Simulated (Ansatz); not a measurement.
Rock-salt MgS, treated with Hartree–Fock (PAW; Ansatz, a program for electronic structure).

Numerical settings: plane-wave cutoff 460 eV, 8×8×8 k mesh, Fermi–Dirac smearing 0.01 eV, scalar-relativistic PAW data made under PBE.

Computed at the level's own relaxed cell.

```xyz
2
Lattice="0.0000 2.6424 2.6424 2.6424 0.0000 2.6424 2.6424 2.6424 0.0000" Properties=species:S:1:pos:R:3 pbc="T T T"
Mg     0.0000     0.0000     0.0000
S      2.6424     2.6424     2.6424
```

**Question.** List the 5 lowest band energies at Γ above −25 eV (eV, relative to the valence band maximum), grouping those that round alike.

**Answer.** At Γ: -17.45, 0.00 (×3), 11.26.

Note: the run warned that its exchange threshold was loose for the stress.
